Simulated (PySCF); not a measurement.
## Beryllium: a sound run and one with changed settings

Sound run: Be [He] 2s2, Be⁺ [He] 2s1. All numbers are calculated (PySCF 2.14, the non-relativistic Hamiltonian (point nucleus), in 6-31G*). In the sound run the correlated levels freeze 1s2. The sound run starts from symmetry-adapted Hartree-Fock orbitals and uses a fine grid where one is needed.

A second run was set up differently.

```tsv
species	method	sound run (hartree)	changed run (hartree)	converged
Be	UHF	-14.56676	-14.56676	yes
Be	BP86	-14.65468	-14.65468	yes
Be	M06-L	-14.65765	-14.65765	yes
Be	MP2	-14.59277	-14.58833	yes
Be	CCSD(T)	-14.61305	-14.61305	yes
Be⁺	UHF	-14.27541	-14.27541	yes
Be⁺	BP86	-14.32179	-14.32179	yes
Be⁺	M06-L	-14.33255	-14.33255	yes
```

Ionisation energy of Be:

| method | sound run (eV) | changed run (eV) |
| --- | --- | --- |
| UHF | 7.928 | 7.928 |
| BP86 | 9.058 | 9.058 |
| M06-L | 8.846 | 8.846 |
| MP2 | 8.636 | 8.515 |
| SCS-MP2 | 8.777 | 8.632 |
| CCSD | 9.188 | 9.188 |
| CCSD(T) | 9.188 | 9.188 |
| CCSDT | 9.188 | 9.188 |
| FCI | 9.188 | 9.188 |

Question: What was changed?
A. radial grid too coarse
B. angular grid far too coarse
C. level shift left on
D. minimal basis

Answer: C. It used initial guess minao, at most 50 SCF cycles, level shift 0.1 hartree. A level shift leaves the converged SCF energy unchanged but raises the virtual orbital energies, which shrinks MP2 if it is not removed.
